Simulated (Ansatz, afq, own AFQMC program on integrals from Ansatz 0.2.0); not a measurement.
# Where AFQMC and coupled cluster stand for CH4BO, doublet

```yaml
atoms:
  - { symbol: C, position_ang: [0.1855, 1.1511, -0.0873] }
  - { symbol: O, position_ang: [0.3585, -0.0381, 0.6537] }
  - { symbol: B, position_ang: [-0.1780, -1.2082, 0.3432] }
  - { symbol: H, position_ang: [-0.4540, 0.9870, -0.9687] }
  - { symbol: H, position_ang: [-0.2722, 1.9119, 0.5619] }
  - { symbol: H, position_ang: [1.1714, 1.5152, -0.4115] }
  - { symbol: H, position_ang: [0.0150, -2.1894, 1.0299] }
```

Basis def2-TZVP. Only valence electrons are correlated. AFQMC by an in-house program on the Cholesky factors that Ansatz 0.2.0 writes for its CCSD(T) run. ph-AFQMC/CISD is guided by a CISD state made of CCSD amplitudes; releasing the constraint for a short imaginary time cuts its bias at the price of noise, slowly where states lie close. ± is one standard error of the sampling.

Determinant: UHF, the one that the program's search chose, which needn't be the lowest solution. The geometry is a PBE0/def2-SVP stationary point of this or a neighbouring charge and spin state.

No full CI on the walks' own integrals is used here. The released AFQMC energy serves as the reference, which it does only where one determinant dominates, the energy is flat over the last release times and near the phaseless one (40 meV or 2 meV an electron, half that with transition metals). On small molecules, where full CI could be run and the noise was under 10 meV, such values lay within 10 meV of it in 19 cases of 20, a flattering rate, since the rule was set on those same cases; what remains of the bias isn't in the error bar.

Cautions: the released value is read at 1.50 1/Eh with a noise of 17 meV, more than in the cases checked (meV from the phaseless value at times in 1/Eh: -8 ± 11 at 0.24, 8 ± 10 at 0.51, -6 ± 13 at 0.99, 10 ± 17 at 1.50).

The T1 diagnostic is 0.0159, the weight of the determinant in the CISD state is 0.854 and the ⟨S²⟩ of the determinant is 0.754. The size of the correlated space is 17 electrons in 114 orbitals.

```tsv
level	correlation energy (eV)
MP2	-12.9880
CCSD	-13.7481
CCSD(T)	-14.2501
```

(1) Estimate where phaseless AFQMC with a CISD trial lies against CCSD(T) on the same integrals.

(1) 0.86 ± 0.21 kcal/mol below CCSD(T).

Reference: AFQMC with the constraint released, correlation energy -14.277 ± 0.017 eV.

```csv
level,E − E(reference) (kcal/mol),share of correlation (%)
CCSD(T),0.62 ± 0.39,99.81
ph-AFQMC/CISD,-0.23 ± 0.44,100.07
```

Released energies are given only where the last usable release times agree within the noise; a slower fall can still hide under it.
